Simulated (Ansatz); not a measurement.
**hcp Ti**

Computed with r²SCAN (Ansatz, a program for electronic structure, PAW).

Numerical settings: plane-wave cutoff 500 eV, 30×30×16 k mesh (along the axes of the cell as run), Fermi–Dirac smearing 0.1 eV, no spin polarisation, scalar-relativistic PAW data made under PBE.

Cell: relaxed at this level.

| Property | Value |
|---|---|
| volume per atom | 17.32 Å³/atom |
| lattice constant a | 2.936 Å |
| c axis length | 4.642 Å |

Measured, for comparison: lattice constant a 2.950 Å, lattice parameter c 4.683 Å (293 K, no zero-point or thermal correction; as tabulated in Wikipedia's data pages). Computed (rounded) less measured: lattice constant a -0.5 %, lattice parameter c -0.9 %. A static lattice is as a rule a little smaller and stiffer than an uncorrected measurement, which narrows the difference in the lattice constant a, lattice parameter c and would widen misses of the other sign.

Computed values are for the static lattice.

It cost around 4 core-minutes (rough) of CPU time.
